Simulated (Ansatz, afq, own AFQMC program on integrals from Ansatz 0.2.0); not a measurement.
Se, quintet in cc-pVTZ, levels against full CI

A free Se atom.

Basis cc-pVTZ. Noble-gas cores (and the filled d shells of Ga–Kr and In–Xe) are frozen. Integrals, coupled cluster, full CI and functionals: Ansatz 0.2.0; the random walks run on the same integrals in our own AFQMC program. ph-AFQMC/CISD is guided by a CISD state made of CCSD amplitudes; releasing the constraint for a short imaginary time cuts its bias at the price of noise, slowly where states lie close. Free projection: walkers drawn from exp(T), propagated without any constraint. Its projection time is finite, and what remains of the start isn't in its error. ± is one standard error of the sampling. No spin–orbit coupling.

Determinant: UHF, the one that the program's search chose, which needn't be the lowest solution.

Full CI on the same integrals is exact in this basis and with this determinant's frozen core.

Cautions: no relativity below Rb; no spin-orbit coupling; inner d shell frozen; another spin lies lower (by 10.07 eV); in this basis the state lies above a state of the ion, a sign that the basis lacks the diffuse functions it needs, so its energy is an artefact of the basis; the search met a lower determinant of the same kind, perhaps of another symmetry (20 meV lower), and this one is a saddle point; the ph-AFQMC/HF walk drifts between its halves (2.2 errors).

```
T1 diagnostic                               : 0.0022
weight of the determinant in the CISD state : 0.934
⟨S²⟩ of the determinant                     : 6.001
size of the correlated space                : 6 electrons in 29 orbitals
```

```tsv
level	correlation energy (eV)
MP2	-2.7133
CCSD	-3.1115
CCSD(T)	-3.2422
```

Problem. Estimate where full CI lies against CCSD(T) on the same integrals.

Solution. 2.5 kJ/mol below CCSD(T).

Reference: full CI, correlation energy -3.268 eV. The released energy is read at 2.40 1/Eh (meV from the phaseless value at times in 1/Eh: -3.4 ± 1.8 at 0.24, -4.9 ± 1.9 at 0.51, -5.4 ± 1.6 at 0.99, -7.0 ± 1.6 at 1.62, -10.1 ± 1.3 at 2.40).

```tsv
level	E − E(reference) (kJ/mol)	share of correlation (%)
CCSD(T)	2.5	99.20
CCSDT	0.6	99.81
CCSDT(Q)	0.1	99.98
CCSDTQ	0.0	99.99
ph-AFQMC/HF	8.0 ± 1.6	97.45
ph-AFQMC/CISD	0.9 ± 0.2	99.71
released AFQMC	-0.1 ± 0.1	100.02
free AFQMC	0.1 ± 0.1	99.97
```

CCSDT and higher add their correlation energy to the determinant of the CCSD(T) run, since their own runs factorise the integrals more tightly (a shift of under 2 meV). Free projections are given only where their last times agree within the noise and don't stop above the reference; a slow remainder of the start can still hide under it. A walk keeps the symmetry of its determinant, which the program's search chose and which needn't be the lowest solution, so a lower state of the same spin and another symmetry isn't excluded. Released energies are given only where the last usable release times agree within the noise; a slower fall can still hide under it.
